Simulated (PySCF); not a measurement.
Basis sets over 5 cases of the lowest singlet excitation energy at PBE0 with PySCF (elements up to F), each against its own reference: the value in d-aug-cc-pVTZ. By their distance from other large sets or by the extrapolation step the references are unsure by up to roughly 0.027 eV. B3LYP-D3(BJ)/def2-TZVP geometries; Tamm-Dancoff, state by order; density fitting; no added dispersion term; no relativity. 

Cases are drawn at random; left out are references unsure by over 0.033 eV, doubtful singlets; stability and T1 were not tested. Sets are drawn from those converged to one state in every case.

Cases (SMILES) and reference values:
- O (H2O): 7.165 eV
- NB (BH2-NH2): 7.195 eV
- C (CH4): 9.820 eV
- N (NH3): 6.144 eV
- [C](F)F (closed-shell singlet): 5.100 eV

Q: Rank these sets by mean absolute deviation from the references, smallest first: def2-TZVPP; pcseg-2; 6-311G**; def2-QZVPP; aug-pcseg-2.

A: aug-pcseg-2 (0.013 eV, signed 0.008), pcseg-2 (0.304 eV, signed 0.304), def2-QZVPP (0.372 eV, signed 0.371), def2-TZVPP (0.578 eV, signed 0.578), 6-311G** (0.625 eV, signed 0.625)
